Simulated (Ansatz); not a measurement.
C3H3FS can be A, `FCC=C=S`, or B, `C=C1SC1F`.

Calculated with Ansatz (gas phase, PBE0-D4/def2-TZVP geometries, no zero-point term in ΔE). CCSD(T)/CBS is the MP2 limit (def2-TZVPP, def2-QZVPP) plus CCSD(T) − MP2 in def2-TZVPP, frozen cores. Functionals use def2-TZVPP. B3LYP here is the variant with VWN-RPA as its local correlation; programs differ in this. Each species was taken in one conformer, which may not be the lowest.

A:

```xyz
8

F     1.245    0.434    1.497
C     0.717   -0.407    0.529
C    -0.631    0.065    0.098
C    -0.846    0.577   -1.085
S    -1.086    1.164   -2.497
H     0.651   -1.403    0.974
H     1.411   -0.430   -0.313
H    -1.461    0.000    0.796
```

B:

```xyz
8

C     1.4056    0.0129    0.2790
C     0.1627    0.2984   -0.0553
S    -0.9406    1.5712   -0.4692
C    -1.1669   -0.2222   -0.2591
F    -1.8744   -0.6517    0.8086
H     1.6842   -1.0116    0.4946
H     2.1649    0.7802    0.3545
H    -1.4355   -0.7771   -1.1532
```

Q: Which is lower in electronic energy at CCSD(T)/CBS, and by how much? (An estimate is asked.)

A: Computed: A, by 23.3 kJ/mol.

Q: Give E(B) − E(A) in kJ/mol with r2SCAN-D4, CCSD(T)/def2-TZVPP, CCSD/def2-TZVPP, B2PLYP, HF/def2-TZVPP, PBE-D4, B3LYP-D4. (Best estimate.)

A: The calculation gave: r2SCAN-D4 20.6, CCSD(T)/def2-TZVPP 27.5, CCSD/def2-TZVPP 27.7, B2PLYP 33.7, HF/def2-TZVPP 42.1, PBE-D4 14.8, B3LYP-D4 32.0. None reverses the order clearly.

Q: Does the order hold for the free energy at 298.15 K (harmonic terms from PBE0-D4)? (Estimate.)

A: The calculation gave: Yes: G(B) − G(A) = +26.0 kJ/mol, for one conformer each.

Largest T1 diagnostic: 0.015.

In def2-TZVPP, CCSD(T) changes the Hartree–Fock value by −14.6 kJ/mol (the triples alone add −0.2 kJ/mol) and MP2 by −18.1 kJ/mol. Leaving LDA and LC-ωPBE aside and taking each functional with its dispersion term where it has one, the values, not all of them listed here, spread over 24.2 kJ/mol, from PBE0-D4 to BLYP-D4. LDA lies −13.8 kJ/mol from PBE without D4.
